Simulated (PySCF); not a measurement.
# A diatomic session: NaO−

What are the lowest state that PBE0 finds, the bond length, vibrational wavenumber and bond energy of NaO−, and how much do these hang on the method?

Computed with PySCF 2.14.0. Level: Na def2-SVPD, O def2-SVPD, no relativity.

4 further runs of the same task are left out: 4 set aside as unsound or not needed.

## 1. The job

A driver script around PySCF takes these settings:

```json
{
 "atoms": "Na, O",
 "charge": "-1",
 "basis": "Na def2-SVPD, O def2-SVPD",
 "Hamiltonian": "no relativity",
 "basis functions": "41",
 "electrons treated": "20",
 "masses in u": "22.9898, 15.9949",
 "levels": "PBE0, PBE, r²SCAN, B3LYP, PW91, MP2, SCS-MP2, CCSD, CCSD(T)",
 "grid": "80 radial by 434 angular points",
 "occupations": "held fixed by the projection of orbital angular momentum",
 "dissociation limit": "Na + O−, each in its ground configuration",
 "starting distance in angstrom": "2.275",
 "values of 2S to try": "0, 2"
}
```

Run with:

```bash
> OMP_NUM_THREADS=1 python dia.py task.json out
```

The runs that follow: The PBE0 curve of the state that the search chose; PBE; r²SCAN; B3LYP; PW91; Adding correlation.

Q: Predict the outcome of this session. Wanted: for each run, Re; ωe; De; μ.

As calculated:

Lowest PBE0 solution found, without spin–orbit coupling: ³Π (triplet), unpaired electrons σ ↑, π ↑.

```csv
level,Re (Å),ωe (cm⁻¹),De (eV),μ (D)
UHF-MP2,2.189,379,1.80,n/a
UHF-SCS-MP2,2.188,379,1.80,n/a
UHF-CCSD,2.182,384,1.83,n/a
UHF-CCSD(T),2.189,377,1.81,n/a
PBE,2.188,367,1.76,1.85
PW91,2.184,367,1.79,1.90
r²SCAN,2.169,383,1.86,1.91
B3LYP,2.172,380,1.69,1.56
PBE0,2.162,389,1.82,1.87
```

De is counted to Na + O− in their ground configurations. A positive dipole points from Na to O; in an ion it is taken about the centre of mass and does not tell which atom is negative.

Differences from CCSD(T) in the same basis:

```csv
level,Re (mÅ),ωe (%)
UHF-MP2,0,+0.4
UHF-SCS-MP2,-1,+0.6
UHF-CCSD,-7,+1.7
PBE,-1,-2.8
PW91,-5,-2.6
r²SCAN,-20,+1.6
B3LYP,-18,+0.6
PBE0,-28,+3.2
```

**Reading.** Judged by CCSD(T) in the same basis: best bond length UHF-MP2 (0 mÅ), worst PBE0 (-28 mÅ); best wavenumber UHF-MP2 (+0.4 %), worst PBE0 (+3.2 %). CCSD(T) in a basis this small is itself some way from its limit, more so than the functionals. Among the levels with a De in the table, it runs from 1.69 eV (B3LYP) to 1.86 eV (r²SCAN).

Correlated steps freeze 2 core orbitals. At some levels the lowest empty orbital lies below the highest filled one (the two can be of opposite spin). With some functionals the highest level of the anion is positive, from self-interaction error or because the anion is truly unbound there; the finite basis then holds the extra electron, and no neutral molecule was run to test the binding.
